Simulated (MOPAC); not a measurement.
MOPAC input (MNDO):

```
MNDO PRECISE GNORM=0.05 LET XYZ UHF MS=0.5 GEO-OK AUX(PRECISION=9) THREADS=1
CH4N

C     0.12308422 1    0.72061912 1   -0.00429280 1
N    -0.08838777 1   -0.65459201 1    0.00350807 1
H    -0.49686671 1   -1.03048228 1    0.84594274 1
H    -0.52475103 1   -1.03565837 1   -0.82245818 1
H     0.46644963 1    1.16516893 1    0.91843734 1
H     0.43537713 1    1.15940103 1   -0.94072157 1
```

From the last part of the output:

```
                                                       MOPAC v23.2.5 Linux

          FINAL HEAT OF FORMATION =         17.28541 KCAL/MOL =      72.32216 KJ/MOL

          COSMO AREA              =         68.69 SQUARE ANGSTROMS
          COSMO VOLUME            =         50.03 CUBIC ANGSTROMS

          GRADIENT NORM           =          0.00840          =       0.00343 PER ATOM
          IONIZATION POTENTIAL    =          8.374763 EV
          ALPHA SOMO LUMO (EV)    =         -8.375  3.673
          BETA  SOMO LUMO (EV)    =        -11.390  1.698
          NO. OF ALPHA ELECTRONS  =          7
          NO. OF BETA  ELECTRONS  =          6
          MOLECULAR WEIGHT        =         30.0493         POINT GROUP:  Cs

          MOLECULAR DIMENSIONS (Angstroms)

            Atom       Atom       Distance
            H     6    H     3     2.95281
            H     5    H     4     2.81957
            H     5    N     2     0.35486

          SCF CALCULATIONS        =         17

   ATOM   CHEMICAL          X               Y               Z
  NUMBER   SYMBOL      (ANGSTROMS)     (ANGSTROMS)     (ANGSTROMS)

     1       C          0.18715813  *   0.69022385  *  -0.00526901  *
     2       N         -0.06219577  *  -0.68132087  *   0.00315343  *
     3       H         -0.56011613  *  -0.97630117  *   0.82650395  *
     4       H         -0.58732482  *  -0.98134746  *  -0.80125342  *
     5       H          0.37006234  *   1.21322934  *   0.92684012  *
     6       H          0.33875934  *   1.20741687  *  -0.94619830  *

                             CARTESIAN COORDINATES

   1    C        0.187158126     0.690223853    -0.005269011
   2    N       -0.062195766    -0.681320875     0.003153426
   3    H       -0.560116130    -0.976301171     0.826503954
   4    H       -0.587324820    -0.981347458    -0.801253417
   5    H        0.370062343     1.213229342     0.926840117
   6    H        0.338759341     1.207416866    -0.946198301

           Empirical Formula: C H4 N  =     6 atoms

      MOLECULAR POINT GROUP   :   Cs

          ALPHA EIGENVALUES
 -36.32178 -25.45057 -18.04393 -16.30756 -13.61009 -12.60582  -8.37476   3.67338
   4.37673   4.94471   6.14083   6.31560

           BETA EIGENVALUES
 -35.75069 -24.42890 -17.92071 -16.07905 -13.43470 -11.39011   1.69809   3.99859
   4.64430   5.50835   6.37564   6.92266

              NET ATOMIC CHARGES AND DIPOLE CONTRIBUTIONS

  ATOM NO.   TYPE          CHARGE      No. of ELECS.   s-Pop       p-Pop
    1          C          -0.128411        4.1284     1.26362     2.86479
    2          N          -0.225996        5.2260     1.56532     3.66068
    3          H           0.115851        0.8841     0.88415
    4          H           0.115851        0.8841     0.88415
    5          H           0.061352        0.9386     0.93865
    6          H           0.061352        0.9386     0.93865
 DIPOLE           X         Y         Z       TOTAL
 POINT-CHG.    -0.478    -0.062     0.008     0.482
 HYBRID        -0.843     0.249     0.013     0.879
 SUM           -1.321     0.187     0.021     1.334

          ATOMIC ORBITAL ELECTRON POPULATIONS

     Atom    s        px        py        pz
    1  C   1.26362   1.10859   0.83808   0.91812
    2  N   1.56532   1.46207   1.15972   1.03889
    3  H   0.88415
    4  H   0.88415
    5  H   0.93865
    6  H   0.93865

                    (SZ)    =    0.500000
                    (S**2)  =    0.757754

          ATOMIC ORBITAL SPIN POPULATIONS

    Atom   Total    s     px     py     pz
         Atomic
    1  C  0.9954  0.051  0.806  0.092  0.047
    2  N  0.0607  0.025  0.037 -0.001 -0.001
    3  H  0.0206  0.021
    4  H  0.0206  0.021
    5  H -0.0486 -0.049
    6  H -0.0486 -0.049

 **********************
 *                    *
 * JOB ENDED NORMALLY *
 *                    *
 **********************

 == MOPAC DONE ==
```
